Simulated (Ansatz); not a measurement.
`[SiH3][SiH2]S`, relaxed with RKS PBE-D4/def2-SVP in Ansatz 0.2.0 from a rough embedded geometry. The force threshold is 0.03 eV/Å; the program also tests the step.

The species carries charge 0 and has multiplicity 1.

Start:

```xyz
9

Si    1.275    0.793    0.213
Si   -0.393   -0.665   -0.167
S    -2.333    0.268   -0.086
H     1.299    1.891   -0.760
H     2.634    0.186    0.123
H     1.179    1.482    1.573
H    -0.258   -1.309   -1.490
H    -0.338   -1.781    0.873
H    -3.064   -0.865   -0.280
```

| step | energy (eV) | largest force (eV/Å) | largest move (Å) |
| --- | --- | --- | --- |
| 1 | -26667.1905 | 1.657 | 0.000 |
| 2 | -26667.2961 | 0.414 | 0.138 |
| 3 | -26667.3431 | 0.133 | 0.122 |
| 4 | -26667.3459 | 0.039 | 0.050 |
| 5 | -26667.3465 | 0.020 | 0.019 |

End:

```xyz
9

Si    1.285    0.846    0.221
Si   -0.395   -0.752   -0.165
S    -2.268    0.332   -0.043
H     1.215    1.931   -0.818
H     2.634    0.181    0.146
H     1.114    1.454    1.587
H    -0.208   -1.390   -1.519
H    -0.319   -1.848    0.867
H    -3.059   -0.755   -0.275
```

Run time 7 s (2 threads of an Arm Neoverse V1 on a shared host); peak host memory 0.12 GiB.
